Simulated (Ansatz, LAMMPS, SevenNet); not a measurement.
# Equilibrium lattice constant a of rock-salt NaCl: levels of theory against measurement

Reference value: 5.569 Å (measured, static lattice: zero-point anharmonic expansion removed; as tabulated in Mejia-Rodriguez and Trickey (2018), arXiv:1807.09216).

```json
[
 {"level (code)": "ionic model tosi-fumi1964 (rigid ions, LAMMPS)", "value (Å)": "5.618", "error (%)": "+0.88"},
 {"level (code)": "SevenNet-0 (SevenNet)", "value (Å)": "5.688", "error (%)": "+2.14"},
 {"level (code)": "LDA (Ansatz)", "value (Å)": "5.464", "error (%)": "-1.89"},
 {"level (code)": "PBE (Ansatz)", "value (Å)": "5.696", "error (%)": "+2.28"},
 {"level (code)": "HSE06 (Ansatz)", "value (Å)": "5.653", "error (%)": "+1.51"}
]
```

Leaving aside ionic model tosi-fumi1964, which can be fitted to such values or carry a doubt: Of these levels HSE06 (+1.51 %) comes nearest. PBE (+2.28 %) misses by most. No level tried lands within 0.3 %. Even the nearest is off by 1.51 %.

Cutoffs and k meshes differ between the levels. Ansatz's density-functional and Hartree–Fock values are scalar-relativistic unless marked +SOC, with PAW data made under PBE.

Empirical potentials (ionic model tosi-fumi1964) are fitted to chosen data, which need not cover the solid at hand: agreement can be built in, and what lay outside the fit can be far off. Machine-learned potentials (SevenNet-0) are trained on DFT data, which may include these solids.

Differences are worked out from the printed values.

Ansatz is a first-principles code.
